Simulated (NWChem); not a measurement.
System: pyrrole (C4H5N); SMILES c1cc[nH]c1

```xyz
10

C      0.0000     0.7108    -0.9829
C      0.0000    -0.7108    -0.9829
C      0.0000    -1.1192     0.3342
N      0.0000     0.0000     1.1172
C      0.0000     1.1192     0.3342
H      0.0000     1.3653    -1.8525
H      0.0000    -1.3653    -1.8525
H      0.0000    -2.1156     0.7708
H      0.0000     0.0000     2.1269
H      0.0000     2.1156     0.7708
```
Atoms are numbered in this order, from 1.

Computed with NWChem. Pople sets run with spherical d functions. Coordinates come from a PBE0/def2-SVP optimisation. Total energies compare along this basis series because the functional is fixed.

```tsv
level	basis functions	energy (Ha)	highest occupied level (eV)	orbital gap (eV)	dipole (D)
B3LYP/STO-3G	30	-207.5387	-3.89	7.85	2.02
B3LYP/3-21G	55	-209.0114	-5.55	7.13	2.07
B3LYP/6-31G*	80	-210.1614	-5.47	6.91	1.95
B3LYP/6-31+G*	100	-210.1735	-5.85	?	1.97
B3LYP/def2-SVP	95	-210.0214	-5.75	6.86	2.03
B3LYP/def2-SVPD	140	-210.0349	-5.94	6.43	1.89
B3LYP/def2-TZVP	185	-210.2530	-5.88	6.61	1.94
```

Q: Some entries are withheld; supply them.

A: 
- B3LYP/6-31+G*, orbital gap (eV): 5.79
